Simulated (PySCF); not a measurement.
Species: C5H12N (doublet state).
SMILES with atom numbers: `[CH2:1][NH:2][CH2:3][CH:4]([CH3:5])[CH3:6]` (hydrogens: H7, H8 on C1; H9 on N2; H10, H11 on C3; H12 on C4; H13, H14, H15 on C5; H16, H17, H18 on C6)

Geometry (GFN2-xTB, Å), atoms numbered from 1 in this order:
```xyz
18
C5H12N angstrom
C      2.8439    0.4937   -0.1169
N      1.6273    0.0898    0.4158
C      0.5854   -0.3665   -0.4713
C     -0.7737   -0.3731    0.2377
C     -1.1569    1.0424    0.6600
C     -1.8403   -0.9725   -0.6745
H      2.7974    1.0379   -1.0421
H      3.6035    0.7585    0.5941
H      1.7180   -0.4741    1.2516
H      0.5523    0.3196   -1.3217
H      0.7960   -1.3757   -0.8629
H     -0.6880   -0.9965    1.1360
H     -1.3244    1.6629   -0.2176
H     -0.3585    1.4874    1.2483
H     -2.0676    1.0329    1.2544
H     -1.5858   -1.9939   -0.9487
H     -2.8058   -0.9813   -0.1747
H     -1.9315   -0.3851   -1.5857
```

The hyperfine couplings belong to this conformer and change with its torsions.

Method: PySCF 2.14.0, UKS B3LYP, pcH-1 on C H N, non-relativistic, mean-field spin-orbit, GIAO. Isolated species at its GFN2-xTB geometry (one conformer only). A GFN2-xTB geometry isn't a minimum of the functional, and hyperfine couplings can be far from their values at a DFT geometry. No stability test was run, so a lower SCF solution isn't excluded.

(1) Where do the isotropic ENDOR lines of N2, H7, H8, H10/H11 and H9 fall at 348.2 mT, to first order?

(2) Which pairs are centred on the nuclear Larmor frequency, and which on half the coupling?

## Answers

(1) ν± = |νn ± a/2|, one line for each electron-spin manifold; νn = |g_N| × 7.62259 MHz/T × B.

```csv
nuclei,isotope,g_N,νn (MHz),a_iso (MHz),lower line (MHz),upper line (MHz)
N2,14N,0.4038,1.07,15.60,6.73,8.87
H7,1H,5.5857,14.83,-28.99,0.33,29.32
H8,1H,5.5857,14.83,-27.94,0.86,28.80
H10/H11,1H,5.5857,14.83,15.77,6.94,22.71
H9,1H,5.5857,14.83,4.06,12.80,16.86
```

(2) Centred on νn, since |a| < 2νn: H7, H8, H10/H11 and H9. Centred on |a|/2 and split by 2νn: N2.

Nuclei that the bonding pattern makes equivalent are averaged, as if the motion that swaps them (rotation, inversion, ring flip) were fast. H7 and H8 aren't averaged: C1 is flat or nearly so (angle sum 350°), and its turn about the short C1–N2 bond (1.39 Å) is taken as slow. The 1H value of +15.8 MHz is a mean of couplings from 5.8 to 25.7 MHz in this one geometry, not an average over conformers.

Largest spin populations (Mulliken): C1 (+0.85) and N2 (+0.19). The angles at C1 add up to 350.5°, so it is slightly pyramidal.
